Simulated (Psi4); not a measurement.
# HF (hydrogen fluoride): a chain of runs, part 2 of 2

Psi4 1.11.

## (4) The doublet cation: a structure relaxation at UMP2/6-31G(d,p) (density fitting, density fitting for correlation, Cartesian functions) (run 3)

File job.inp:

```
memory 1600 MB

molecule system {
  1 2
  F     -0.401288     0.144143    -0.084711
  H      0.412764    -0.162163     0.219343
  symmetry c1
}

set {
  basis       6-31G**
  reference   uhf
  freeze_core true
}

e, wfn = opt('mp2', return_wfn=True)
```

Launch:

```
$ psi4 job.inp job.out -n 1
```

job.out:

```text
Psi4 1.11 release

gradient() will perform analytic gradient computation.
    For method 'MP2', SCF Algorithm Type (re)set to DISK_DF.

   => Loading Basis Set <=

    Name: 6-31G**
    Role: ORBITAL
    Keyword: BASIS

         ---------------------------------------------------------
                                   SCF
                              UHF Reference
                        1 Threads,   1525 MiB Core
         ---------------------------------------------------------

  ==> Geometry <==

    Molecular point group: c1
    Full point group: C_inf_v

    Geometry (in Angstrom), charge = 1, multiplicity = 2:

       Center              X                  Y                   Z               Mass
    ------------   -----------------  -----------------  -----------------  -----------------
         F            0.000000000000     0.000000000000    -0.046415358656    18.998403162730
         H           -0.000000000000    -0.000000000000     0.874971020262     1.007825032230

  Running in c1 symmetry.

  Rotational constants: A = ************  B =     20.74798  C =     20.74798 [cm^-1]
  Rotational constants: A = ************  B = 622008.90378  C = 622008.90378 [MHz]
  Nuclear repulsion =    5.168944326723978

  Charge       = 1
  Multiplicity = 2
  Electrons    = 9
  Nalpha       = 5
  Nbeta        = 4

  ==> Algorithm <==

  SCF Algorithm Type is DISK_DF.
  DIIS enabled.
  MOM disabled.
  Fractional occupation disabled.
  Guess Type is SAD.
  Energy threshold   = 1.00e-10
  Density threshold  = 1.00e-10
  Integral threshold = 1.00e-12

  ==> Primary Basis <==

  Basis Set: 6-31G**
    Blend: 6-31G**
    Number of shells: 9
    Number of basis functions: 20
    Number of Cartesian functions: 20
    Spherical Harmonics?: false
    Max angular momentum: 2

   => Loading Basis Set <=

    Name: (6-31G** AUX)
    Role: JKFIT
    Keyword: DF_BASIS_SCF

  ==> Integral Setup <==

  ==> DiskDFJK: Density-Fitted J/K Matrices <==

    J tasked:                  Yes
    K tasked:                  Yes
    wK tasked:                  No
    Integrals threads:           1
    Memory [MiB]:             1144
    Algorithm:                Core
    Integral Cache:           SAVE
    Schwarz Cutoff:          1E-12
    Fitting Condition:       1E-10

   => Auxiliary Basis Set <=

  Basis Set: (6-31G** AUX)
    Blend: CC-PVDZ-JKFIT
    Number of shells: 33
    Number of basis functions: 106
    Number of Cartesian functions: 106
    Spherical Harmonics?: false
    Max angular momentum: 3

  Minimum eigenvalue in the overlap matrix is 1.2074301252E-02.
  Reciprocal condition number of the overlap matrix is 2.9790289540E-03.
    Using symmetric orthogonalization.

  ==> Pre-Iterations <==

  SCF Guess: Superposition of Atomic Densities via on-the-fly atomic UHF (no occupation information).

   -------------------------
    Irrep   Nso     Nmo
   -------------------------
     A         20      20
   -------------------------
    Total      20      20
   -------------------------

  ==> Iterations <==

                           Total Energy        Delta E     RMS |[F,P]|

   @DF-UHF iter SAD:   -99.61883141152910   -9.96188e+01   0.00000e+00
   @DF-UHF iter   1:   -99.44092281908759    1.77909e-01   1.90903e-02 ADIIS/DIIS
   @DF-UHF iter   2:   -99.48878819306000   -4.78654e-02   6.21999e-03 ADIIS/DIIS
   @DF-UHF iter   3:   -99.49330445747322   -4.51626e-03   1.13135e-03 ADIIS/DIIS
   @DF-UHF iter   4:   -99.49356654061732   -2.62083e-04   3.46487e-04 ADIIS/DIIS
   @DF-UHF iter   5:   -99.49360792932586   -4.13887e-05   1.15852e-04 ADIIS/DIIS
   @DF-UHF iter   6:   -99.49361418536776   -6.25604e-06   3.11430e-05 DIIS
   @DF-UHF iter   7:   -99.49361470270537   -5.17338e-07   5.83985e-06 DIIS
   @DF-UHF iter   8:   -99.49361471783298   -1.51276e-08   9.50787e-07 DIIS
   @DF-UHF iter   9:   -99.49361471811065   -2.77666e-10   1.26232e-07 DIIS
   @DF-UHF iter  10:   -99.49361471811548   -4.83169e-12   1.19797e-08 DIIS
   @DF-UHF iter  11:   -99.49361471811558   -9.94760e-14   1.31853e-09 DIIS
   @DF-UHF iter  12:   -99.49361471811555    2.84217e-14   1.93428e-10 DIIS
   @DF-UHF iter  13:   -99.49361471811558   -2.84217e-14   2.05900e-11 DIIS
  Energy and wave function converged.

  ==> Post-Iterations <==

   @Spin Contamination Metric:   3.703060851E-03
   @S^2 Expected:                7.500000000E-01
   @S^2 Observed:                7.537030609E-01
   @S   Expected:                5.000000000E-01
   @S   Observed:                5.000000000E-01

    Orbital Energies [Eh]
    ---------------------

    Alpha Occupied:

       1A    -26.997853     2A     -2.265875     3A     -1.381599
       4A     -1.371806     5A     -1.269899

    Alpha Virtual:

       6A     -0.165125     7A      0.554647     8A      0.848077
       9A      0.875439    10A      0.940885    11A      1.194135
      12A      1.341403    13A      1.381817    14A      1.571025
      15A      1.571946    16A      2.307575    17A      2.512656
      18A      2.542042    19A      3.484129    20A      3.580416

    Beta Occupied:

       1A    -26.944962     2A     -2.075999     3A     -1.317250
       4A     -1.213215

    Beta Virtual:

       5A     -0.424978     6A     -0.152498     7A      0.564861
       8A      0.874335     9A      0.964814    10A      1.090671
      11A      1.222723    12A      1.383952    13A      1.407539
      14A      1.657201    15A      1.658387    16A      2.333379
      17A      2.541382    18A      2.543540    19A      3.505502
      20A      3.605262

    Final Occupation by Irrep:
              A
    DOCC [     4 ]
    SOCC [     1 ]
    NA   [     5 ]
    NB   [     4 ]

[... 7 lines left out ...]
    Total Energy =                        -99.4936147181155803
[... 77 lines left out ...]
  E_CONVERGENCE                 => 1e-08           !
[... 74 lines left out ...]
  RMS_MOGRAD_CONVERGENCE        => (empty)
[... 51 lines left out ...]
	DF-SCS-MP2 Total Energy (a.u.)     :   -99.61849390416286
[... 78 lines left out ...]
	Measures of convergence in internal coordinates in au.
[... 103 lines left out ...]
   @DF-UHF iter   1:   -99.49683351574447   -7.76443e-02   1.19122e-03 ADIIS/DIIS
[... 4 lines left out ...]
   @DF-UHF iter   6:   -99.49704144936959   -4.03024e-08   1.68354e-06 DIIS
[... 4 lines left out ...]
   @DF-UHF iter  11:   -99.49704145091795   -4.26326e-14   6.59060e-11 DIIS
[... 7 lines left out ...]
   @S   Expected:                5.000000000E-01
[... 14 lines left out ...]
    One-Electron Energy =                -144.0227302870287929
[... 27 lines left out ...]
 Dipole Z            :          0.1363302            0.9233942            1.0597244
[... 72 lines left out ...]
  MBIS_D_CONVERGENCE            => (empty)
[... 71 lines left out ...]
	For this residual convergence, default PCG convergence is:     1.00e-07
[... 37 lines left out ...]
	DF-MP2 Total Energy (a.u.)         :   -99.62585464907256
[... 144 lines left out ...]
                           Total Energy        Delta E     RMS |[F,P]|
[... 5 lines left out ...]
   @DF-UHF iter   4:   -99.49689719091593   -4.38240e-08   4.35267e-06 DIIS
[... 4 lines left out ...]
   @DF-UHF iter   9:   -99.49689720332958    0.00000e+00   1.15147e-09 DIIS
[... 7 lines left out ...]
   @S^2 Expected:                7.500000000E-01
[... 11 lines left out ...]
  @DF-UHF Final Energy:   -99.49689720332964
[... 30 lines left out ...]
 Dipole X            :          0.0000000           -0.0000000            0.0000000
[... 70 lines left out ...]
  LS_THC_WEIGHTS_TOLERANCE      => (empty)
[... 58 lines left out ...]
  R_CONVERGENCE                 => (empty)
[... 51 lines left out ...]
	DF-SOS-MP2 Total Energy (a.u.)     :   -99.62299165989155
[... 82 lines left out ...]
	   Step    Total Energy     Delta E     Max Force     RMS Force      Max Disp      RMS Disp
[... 68 lines left out ...]
   @DF-UHF iter   2:   -99.49680308230418   -6.75406e-07   2.16169e-05 DIIS
[... 4 lines left out ...]
   @DF-UHF iter   7:   -99.49680314203981   -5.38591e-12   1.19602e-08 DIIS
[... 7 lines left out ...]
   @Spin Contamination Metric:   4.322012010E-03
[... 5 lines left out ...]
    Final Occupation by Irrep:
[... 13 lines left out ...]
    Total Energy =                        -99.4968031420398376
[... 77 lines left out ...]
  E_CONVERGENCE                 => 1e-08           !
[... 74 lines left out ...]
  RMS_MOGRAD_CONVERGENCE        => (empty)
[... 51 lines left out ...]
	DF-SCS-MP2 Total Energy (a.u.)     :   -99.62405840430129
[... 78 lines left out ...]
	Measures of convergence in internal coordinates in au.
[... 72 lines left out ...]
   @DF-UHF iter   1:   -99.49677304819042   -1.25932e-03   1.93854e-05 DIIS
[... 4 lines left out ...]
   @DF-UHF iter   6:   -99.49677310403948   -2.06342e-11   2.83399e-08 DIIS
[... 7 lines left out ...]
   @Spin Contamination Metric:   4.332664921E-03
[... 5 lines left out ...]
    Final Occupation by Irrep:
[... 13 lines left out ...]
    Total Energy =                        -99.4967731040398462
[... 77 lines left out ...]
  E_CONVERGENCE                 => 1e-08           !
[... 74 lines left out ...]
  RMS_MOGRAD_CONVERGENCE        => (empty)
[... 51 lines left out ...]
	DF-SCS-MP2 Total Energy (a.u.)     :   -99.62405880769484
[... 78 lines left out ...]
	Measures of convergence in internal coordinates in au.
[... 72 lines left out ...]
   @DF-UHF iter   1:   -99.49676441404665   -3.50782e-04   5.40046e-06 DIIS
[... 4 lines left out ...]
   @DF-UHF iter   6:   -99.49676441838213   -1.60583e-12   7.90019e-09 DIIS
[... 7 lines left out ...]
   @Spin Contamination Metric:   4.335649090E-03
[... 35 lines left out ...]
    Final Occupation by Irrep:
[... 13 lines left out ...]
    Total Energy =                        -99.4967644183821562
[... 77 lines left out ...]
  E_CONVERGENCE                 => 1e-08           !
[... 74 lines left out ...]
  RMS_MOGRAD_CONVERGENCE        => (empty)
  R_CONVERGENCE                 => (empty)
  SCF_TYPE                      => DISK_DF         !
  SCREENING                     => (empty)
  SCS_TYPE                      => (empty)
  SOCC                          => (empty)
  SOS_TYPE                      => (empty)
  TRIPLES_IABC_TYPE             => (empty)
  WFN                           => (empty)
  WFN_TYPE                      => DF-OMP2         !
  WRITER_FILE_LABEL             => (empty)
  ZORA_BASIS_TOLERANCE          => (empty)
  ZORA_NR_DEBUG                 => (empty)
  ZORA_PRUNING_SCHEME           => (empty)
  ZORA_RADIAL_POINTS            => (empty)
  ZORA_SPHERICAL_POINTS         => (empty)

	Warning: cc_lambda option is changed to TRUE
	For this residual convergence, default PCG convergence is:     1.00e-07
	For this energy convergence, default residual convergence is:     3.16e-07

 ==============================================================================
 ==============================================================================
 ==============================================================================

                       DF-MP2

 ==============================================================================
 ==============================================================================
 ==============================================================================

	MO spaces...

	 FC   AOCC   BOCC  AVIR   BVIR   FV
	------------------------------------------
	  1     4     3    15     16     0
	Reading DF integrals from disk ...
	Number of basis functions in the DF-HF basis: 106
	Number of basis functions in the DF-CC basis:  70

	Minimum required memory for amplitudes:      0.08 MB

	Computing DF-MP2 energy using SCF MOs (Canonical DF-MP2)...
	=======================================================================
	Nuclear Repulsion Energy (a.u.)    :     4.73341679071410
	DF-HF Energy (a.u.)                :   -99.49676441838216
	REF Energy (a.u.)                  :   -99.49676441838216
	Alpha-Alpha Contribution (a.u.)    :    -0.02142570890322
	Alpha-Beta Contribution (a.u.)     :    -0.09710846317784
	Beta-Beta Contribution (a.u.)      :    -0.01086637572203
	Scaled_SS Correlation Energy (a.u.):    -0.01076402820841
	Scaled_OS Correlation Energy (a.u.):    -0.11653015581340
	DF-SCS-MP2 Total Energy (a.u.)     :   -99.62405860240399
	DF-SOS-MP2 Total Energy (a.u.)     :   -99.62300542051334
	DF-SCS(N)-MP2 Total Energy (a.u.)  :   -99.55359848732259
	DF-MP2 Correlation Energy (a.u.)   :    -0.12940054780308
	DF-MP2 Total Energy (a.u.)         :   -99.62616496618523
	=======================================================================

	Computing unrelaxed response density matrices...

	Forming independent-pairs...
	Number of alpha independent-pairs: 75
	Number of beta independent-pairs : 64
	Computing the generalized Fock matrix (GFM)...
	Computing the orbital gradient...
	Forming effective orbital gradient...
	Solving orbital Z-vector equations...

	            PCG Solver
	   ------------------------------
	Iter     RMS Z Vector        RMS Residual
	----    ---------------    ---------------
	  1         4.25e-04         6.10e-04
	  2         2.59e-04         2.26e-04
	  3         1.28e-04         4.97e-05
	  4         1.66e-05         8.72e-06
	  5         2.49e-06         1.50e-06
	  6         3.35e-07         2.12e-07
	  7         4.61e-08         3.93e-08

	Computing the relaxed PDMs and GFM...

	total time  =          0 seconds =       0.00 minutes

	Forming Gamma^tilde...
	Backtransforming OPDM, TPDM, and GFM to the AO basis...

	total time  =          0 seconds =       0.00 minutes
    Molecular point group: c1
    Full point group: C_inf_v

    Geometry (in Bohr), charge = 1, multiplicity = 2:

       Center              X                  Y                   Z
    ------------   -----------------  -----------------  -----------------
         F            0.000000000000     0.000000000000    -0.095782834594
         H           -0.000000000000    -0.000000000000     1.805592091370

  -Total gradient:
     Atom            X                  Y                   Z
    ------   -----------------  -----------------  -----------------
       1        0.000000000000     0.000000000000     0.000085630766
       2       -0.000000000000    -0.000000000000    -0.000085630766

    			-----------------------------------------

    			 OPTKING 3.0: for geometry optimizations

    			        with contributions from

    			-----------------------------------------

	                            ===> Fragment 1 <==

	 Z (Atomic Numbers)          Masses                          Geom
	       9.000000            18.998403          0.00000000  0.00000000 -0.09578283
	       1.000000             1.007825         -0.00000000 -0.00000000  1.80559209

	 - Coordinate -           - BOHR/RAD -       - ANG/DEG -
	 R(1,2)           =         1.901375           1.006164

	        --- Internal Coordinate Step in ANG or DEG, aJ/ANG or AJ/DEG ---
	-------------------------------------------------------------------------------
	           Coordinate      Previous         Force          Change          New
	           ----------      --------        ------          ------        ------
	               R(1,2)       1.00616        0.00071        0.00012       1.00628
	-------------------------------------------------------------------------------

	                                 ==> Convergence Check <==

	Measures of convergence in internal coordinates in au.

	Criteria marked as inactive (o), active & met (*), and active & unmet ( ).

	----------------------------------------------------------------------------------------------
	   Step    Total Energy     Delta E     Max Force     RMS Force      Max Disp      RMS Disp
	----------------------------------------------------------------------------------------------
	  Convergence Criteria     1.00e-06 *    3.00e-04 *             o    1.20e-03 *             o
	----------------------------------------------------------------------------------------------
	     6     -99.62616497   -1.23e-07 *    8.56e-05 *    8.56e-05 o    2.24e-04 *    2.24e-04 o  ~
	----------------------------------------------------------------------------------------------

Next Geometry in Ang
	Fragment 1 (Ang)

	    F   0.0000000000   0.0000000000  -0.0507453668
	    H  -0.0000000000  -0.0000000000   0.9555374600

    Final optimized geometry and variables:
    Molecular point group: c1
    Full point group: C_inf_v

    Geometry (in Angstrom), charge = 1, multiplicity = 2:

    F            0.000000000000     0.000000000000    -0.050686093240
    H           -0.000000000000    -0.000000000000     0.955478186519

    Psi4 run time: 0:00:10.50

[set-up sections that repeat, and orbital energies of the middle runs, are left out above]
```

Standard output:

```text
Optimizer: Optimization complete!
```

It took 12 s on 1 thread of Intel Xeon Platinum 8259CL at 2.50GHz (Skylake/Cascade Lake), shared host; peak memory 0.62 GiB.

The path in brief:

```tsv
step	energy from the first frame kept (eV)	largest force (eV/Å)
0	0.0000	4.0356
1	-0.1453	0.8026
2	-0.1531	0.2072
3	-0.1537	0.0567
4	-0.1537	0.0158
5	-0.1537	0.0044
```

After the run. Bond lengths: F1–H2 1.006 Å.

## (5) The energy at MP2/6-31G(d,p) (density fitting, density fitting for correlation, Cartesian functions) (run 4)

File calc.inp:

```
memory 1.6 GB

molecule {
  0 1
  F
  H 1 1.006164
}

set globals {
  basis       6-31G**
  freeze_core true
}

energy('mp2')
```

Launch:

```
$ psi4 -n 1 calc.inp calc.out
```

calc.out, cut to the lines that bear on the results:

```text
[...]
  Running in c2v symmetry.
[...]
  Nuclear repulsion =    4.733418106819564
[...]
  Multiplicity = 1
[...]
  Nalpha       = 5
  Nbeta        = 5
[...]
    Number of basis functions: 20
[...]
   @DF-RHF iter   1:   -99.95844950688505   -4.09911e-01   2.55400e-02 DIIS/ADIIS
[...]
   @DF-RHF iter   9:  -100.00028912394035   -1.84741e-13   4.38970e-09 DIIS
[...]
    Orbital Energies [Eh]
    ---------------------
    Doubly Occupied:
       1A1   -26.279278     2A1    -1.551063     3A1    -0.709121
       1B1    -0.619129     1B2    -0.619129
[...]
  @DF-RHF Final Energy:  -100.00028912394035
   => Energetics <=
    Nuclear Repulsion Energy =              4.7334181068195642
    One-Electron Energy =                -149.9119710387824398
    Two-Electron Energy =                  45.1782638080225354
    Total Energy =                       -100.0002891239403482
[...]
 Multipole Moments:
 ------------------------------------------------------------------------------------
     Multipole            Electronic (a.u.)      Nuclear  (a.u.)        Total (a.u.)
 ------------------------------------------------------------------------------------
 L = 1.  Multiply by 2.5417464519 to convert [e a0] to [Debye]
 Dipole X            :          0.0000000            0.0000000            0.0000000
 Dipole Y            :          0.0000000            0.0000000            0.0000000
 Dipole Z            :         -0.1080879            0.9435463            0.8354584
 Magnitude           :                                                    0.8354584
[...]
```

Wall time 1.9 s (1 thread of Intel Xeon Platinum 8259CL at 2.50GHz (Skylake/Cascade Lake), shared host); peak memory 0.19 GiB.

## (6) Outcome

What follows sums up all 2 parts.

| quantity | value |
| --- | --- |
| run 1, MP2/6-31G**: total energy at the end | -100.19480 Eh |
| run 1, MP2/6-31G**: correlation energy (1 core orbital frozen) | -183.7 mEh |
| run 1, MP2/6-31G**: bond length | 0.921 Å |
| doublet cation, run 2: total energy | -99.62052 Eh |
| doublet cation, run 2: HOMO energy (Hartree–Fock orbitals) (highest over α and β) | -33.01 eV |
| doublet cation, run 2: LUMO energy (Hartree–Fock orbitals) (lowest over α and β) | -11.56 eV |
| doublet cation, run 2: correlation energy (1 core orbital frozen) | -126.9 mEh |
| doublet cation, run 2: ⟨S²⟩ of the reference determinant | 0.754 |
| doublet cation, run 3: total energy at the end | -99.62616 Eh |
| doublet cation, run 3: HOMO energy (Hartree–Fock orbitals) (highest over α and β) | -32.45 eV |
| doublet cation, run 3: LUMO energy (Hartree–Fock orbitals) (lowest over α and β) | -11.06 eV |
| doublet cation, run 3: correlation energy (1 core orbital frozen) | -129.4 mEh |
| doublet cation, run 3: bond length | 1.006 Å |
| doublet cation, run 3: ⟨S²⟩ of the reference determinant | 0.754 |
| run 4, MP2/6-31G**: total energy | -100.18815 Eh |
| run 4, MP2/6-31G**: HOMO energy (Hartree–Fock orbitals) | -16.85 eV |
| run 4, MP2/6-31G**: LUMO energy (Hartree–Fock orbitals) | 5.21 eV |
| run 4, MP2/6-31G**: HOMO–LUMO gap (Hartree–Fock orbitals) | 22.06 eV |
| run 4, MP2/6-31G**: correlation energy (1 core orbital frozen) | -187.9 mEh |
| adiabatic ionisation energy (to the doublet cation, no zero-point term) | 15.473 eV |

**Reading.** The adiabatic ionisation energy (to the doublet cation, no zero-point term) is 15.47 eV (1493 kJ/mol). The measured adiabatic value is 16.03 eV (NIST CCCBDB), which includes the change in zero-point energy. The optimisation (run 1, MP2/6-31G**) took 4 steps and changed the energy by -0.099 eV. The optimisation (doublet cation, run 3) took 6 steps and changed the energy by -0.154 eV.
